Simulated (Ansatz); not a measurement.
**C₄H₃F: how energies converge with the basis set**

How large a basis does C₄H₃F need? Two functionals are run in growing sets.

Computed with Ansatz 0.2.0, Gaussian basis. Level: one geometry, several basis sets.

Levels to be run: PBE0-D4/def2-SVP; ωB97M-V/def2-SVP; PBE0-D4/def2-QZVPP; ωB97M-V/def2-QZVPP; the functionals' def2-TZVPP values are taken from earlier runs.

## Step 1: The geometry

An earlier PBE0-D4 in a triple-zeta def2 set relaxation fixed the geometry.

8 atoms, charge 0, spin multiplicity 1.

Atoms are counted from 1 here; the program's logs count them from 0.

Bond lengths: C1–C2 1.203 Å, C1–H6 1.064 Å, C2–C3 1.413 Å, C3–C4 1.328 Å, C3–H7 1.086 Å, C4–F5 1.329 Å, C4–H8 1.084 Å. Angles: C2–C1–H6 179.7°, C1–C2–C3 178.5°, C2–C3–C4 122.2°, C2–C3–H7 118.7°, C4–C3–H7 119.1°, C3–C4–F5 121.3°, C3–C4–H8 125.5°, F5–C4–H8 113.2°.

## Step 2: PBE0-D4 in def2-SVP

Input file in.yaml:

```yaml
crystal:
  periodic: [false, false, false]
  atoms:
    - {symbol: C, position_ang: [-0.008512, 1.593949, 1.418754]}
    - {symbol: C, position_ang: [-0.088679, 0.842407, 0.483186]}
    - {symbol: C, position_ang: [-0.198453, -0.012602, -0.636665]}
    - {symbol: C, position_ang: [0.207093, -1.276665, -0.603260]}
    - {symbol: F, position_ang: [0.095501, -2.065584, -1.666782]}
    - {symbol: H, position_ang: [0.064675, 2.254692, 2.249708]}
    - {symbol: H, position_ang: [-0.629000, 0.379847, -1.552969]}
    - {symbol: H, position_ang: [0.649476, -1.773245, 0.252228]}
basis:
  gaussian: {orbitals: def2-SVP}
hamiltonian: {xc: pbe0, dispersion: d4}
output: {orbitals: {seedname: orbitals}}
```

Started as:

```console
$ ansatz run in.yaml --threads 2 --pin off --events-out ev --progress --plain --max-ram 4352MiB
```

The log of the run:

```text
Functional definition: PBE0
  name "PBE0"
  cite "Adamo & Barone, J. Chem. Phys. 110, 6158 (1999) doi:10.1063/1.478522"
  cite "Perdew, Burke & Ernzerhof, Phys. Rev. Lett. 77, 3865 (1996) doi:10.1103/PhysRevLett.77.3865"
  parent pbe
  parameter a = 0.25
  parameter kappa = 0.804
  parameter beta = 0.06672455060314922
  exchange = (1 - a)*pbe_x(kappa = kappa, mu = beta*pi^2/3) + a*exact_x
  correlation = pbe_c(beta = beta)
954 factors; their error is unknown
mean field evaluation 1: about -6893.6448 eV, gradient 4.0e1 eV
mean field evaluation 2: about -6893.2602 eV, gradient 4.1e1 eV
mean field evaluation 4: about -6897.9214 eV, gradient 1.6e0 eV
mean field evaluation 8: about -6897.9269 eV, gradient 8.3e-2 eV
mean field evaluation 16: about -6897.9310 eV, gradient 7.3e-5 eV
mean field -6897.93096043 eV, -253.4942872102 hartree, gradient 7.3e-5 eV, S^2 0.000000; 0 other end points of the search recorded, 0 dependent functions left out
reference -6897.93098086 eV, -253.4942879610 hartree; 18, 18 occupied and 67, 67 virtual orbitals, 954 factors
Total energy: -6898.03863756 eV, -253.4982442718 hartree
```

Run time: 0.8 s. Hardware: 2 threads of Arm Neoverse V2, shared host.

## Step 3: ωB97M-V in def2-SVP

in.yaml: that of step 2 with these lines changed.

```diff
@@ -13,3 +13,3 @@
   gaussian: {orbitals: def2-SVP}
-hamiltonian: {xc: pbe0, dispersion: d4}
+hamiltonian: {xc: {name: wB97M-V}}
 output: {orbitals: {seedname: orbitals}}
```

The command is unchanged.

The log of the run, cut to the lines that bear on the results:

```text
Functional definition: wB97M-V
  name "wB97M-V"
  cite "Mardirossian & Head-Gordon, J. Chem. Phys. 144, 214110 (2016) doi:10.1063/1.4952647"
  cite "Becke, J. Chem. Phys. 107, 8554 (1997) doi:10.1063/1.475007"
  cite "Vydrov & Van Voorhis, J. Chem. Phys. 133, 244103 (2010) doi:10.1063/1.3521275"
  # Of w^i u^j: cxij and so on, Table III.
[...]
  gx(w, u) = 1 - cx + cx01*u + cx10*w
  gss(w, u) = css00 + css04*u^4 + css10*w + css20*w^2 + css43*w^4*u^3
  gos(w, u) = cos00 + cos10*w + (cos20 + cos21*u)*w^2 + (cos60 + cos61*u)*w^6
[...]
      + integral(e_c_pw_mod_opposite_spin*gos(b97_w_opposite, b97_u_opposite)) + vv10(b, c)
954 factors; their error is unknown
202 factors; integrals over basis functions are off by at most 9.9e-6 eV
[...]
mean field -6903.13338526 eV, -253.6854727965 hartree, gradient 2.5e-5 eV, S^2 0.000000; 0 other end points of the search recorded, 0 dependent functions left out
reference -6903.13341754 eV, -253.6854739826 hartree; 18, 18 occupied and 67, 67 virtual orbitals, 954 factors
Total energy: -6903.13341754 eV, -253.6854739826 hartree
```

Wall time 3.7 s (2 threads of Arm Neoverse V2, shared host).

## Step 4: PBE0-D4 in def2-QZVPP

in.yaml: that of step 3 with these lines changed.

```diff
@@ -12,4 +12,4 @@
 basis:
-  gaussian: {orbitals: def2-SVP}
-hamiltonian: {xc: {name: wB97M-V}}
+  gaussian: {orbitals: "def2-QZVPP.json"}
+hamiltonian: {xc: pbe0, dispersion: d4}
 output: {orbitals: {seedname: orbitals}}
```

The command is unchanged.

The log of the run:

```text
Functional definition: PBE0
  name "PBE0"
  cite "Adamo & Barone, J. Chem. Phys. 110, 6158 (1999) doi:10.1063/1.478522"
  cite "Perdew, Burke & Ernzerhof, Phys. Rev. Lett. 77, 3865 (1996) doi:10.1103/PhysRevLett.77.3865"
  parent pbe
  parameter a = 0.25
  parameter kappa = 0.804
  parameter beta = 0.06672455060314922
  exchange = (1 - a)*pbe_x(kappa = kappa, mu = beta*pi^2/3) + a*exact_x
  correlation = pbe_c(beta = beta)
1053 factors; their error is unknown
mean field evaluation 1: about -6899.5542 eV, gradient 5.4e1 eV
mean field evaluation 2: about -6897.6881 eV, gradient 5.7e1 eV
mean field evaluation 4: about -6906.2053 eV, gradient 4.5e0 eV
mean field evaluation 8: about -6906.2495 eV, gradient 1.8e-1 eV
mean field evaluation 16: about -6906.2552 eV, gradient 7.5e-5 eV
mean field -6906.25521422 eV, -253.8001978945 hartree, gradient 7.5e-5 eV, S^2 0.000000; 0 other end points of the search recorded, 0 dependent functions left out
reference -6906.25524628 eV, -253.8001990729 hartree; 18, 18 occupied and 357, 357 virtual orbitals, 1053 factors
Total energy: -6906.36290298 eV, -253.8041553837 hartree
```

Wall time 4.9 s (2 threads of Arm Neoverse V2, shared host); peak memory 0.84 GiB.

## Step 5: ωB97M-V in def2-QZVPP

in.yaml: that of step 4 with these lines changed.

```diff
@@ -13,3 +13,3 @@
   gaussian: {orbitals: "def2-QZVPP.json"}
-hamiltonian: {xc: pbe0, dispersion: d4}
+hamiltonian: {xc: {name: wB97M-V}}
 output: {orbitals: {seedname: orbitals}}
```

Launched as before.

The log of the run, cut to the lines that bear on the results:

```text
Functional definition: wB97M-V
  name "wB97M-V"
  cite "Mardirossian & Head-Gordon, J. Chem. Phys. 144, 214110 (2016) doi:10.1063/1.4952647"
  cite "Becke, J. Chem. Phys. 107, 8554 (1997) doi:10.1063/1.475007"
  cite "Vydrov & Van Voorhis, J. Chem. Phys. 133, 244103 (2010) doi:10.1063/1.3521275"
  # Of w^i u^j: cxij and so on, Table III.
[...]
  gx(w, u) = 1 - cx + cx01*u + cx10*w
  gss(w, u) = css00 + css04*u^4 + css10*w + css20*w^2 + css43*w^4*u^3
  gos(w, u) = cos00 + cos10*w + (cos20 + cos21*u)*w^2 + (cos60 + cos61*u)*w^6
[...]
      + integral(e_c_pw_mod_opposite_spin*gos(b97_w_opposite, b97_u_opposite)) + vv10(b, c)
1053 factors; their error is unknown
261 factors; integrals over basis functions are off by at most 1.1e-5 eV
[...]
mean field -6911.71009645 eV, -254.0006611193 hartree, gradient 4.5e-5 eV, S^2 0.000000; 0 other end points of the search recorded, 0 dependent functions left out
reference -6911.71014801 eV, -254.0006630138 hartree; 18, 18 occupied and 357, 357 virtual orbitals, 1053 factors
Total energy: -6911.71014801 eV, -254.0006630138 hartree
```

Wall time 14 s (2 threads of Arm Neoverse V2, shared host); peak memory 1 GiB.

## Step 6: Functionals by basis

The def2-TZVPP values come from earlier runs at the same geometry.

| functional | basis | functions | energy (eV) | from the largest (eV) | HOMO (eV) | LUMO (eV) |
| --- | --- | --- | --- | --- | --- | --- |
| PBE0-D4 | def2-SVP | 85 | -6898.0386 | 8.324 | -7.04 | -0.72 |
| PBE0-D4 | def2-TZVPP | 197 | -6905.9989 | 0.364 | -7.12 | -0.88 |
| PBE0-D4 | def2-QZVPP | 375 | -6906.3629 | 0.000 | -7.14 | -0.94 |
| ωB97M-V | def2-SVP | 85 | -6903.1334 | 8.577 | -9.14 | 1.47 |
| ωB97M-V | def2-TZVPP | 197 | -6911.3736 | 0.337 | -9.23 | 1.23 |
| ωB97M-V | def2-QZVPP | 375 | -6911.7101 | 0.000 | -9.26 | 1.13 |

## Step 7: What came out

| quantity | value |
| --- | --- |
| PBE0-D4: double and triple zeta above quadruple | 8.32, 0.36 eV |
| ωB97M-V: double and triple zeta above quadruple | 8.58, 0.34 eV |

In words: For PBE0-D4 the step from double to triple zeta gains 7.96 eV and the next only 0.36 eV. Total energies overstate the basis error of differences, where much of it tends to cancel.

For PBE0-D4 the largest set took about 6 times as long as the smallest (4.9 s against 0.8 s).
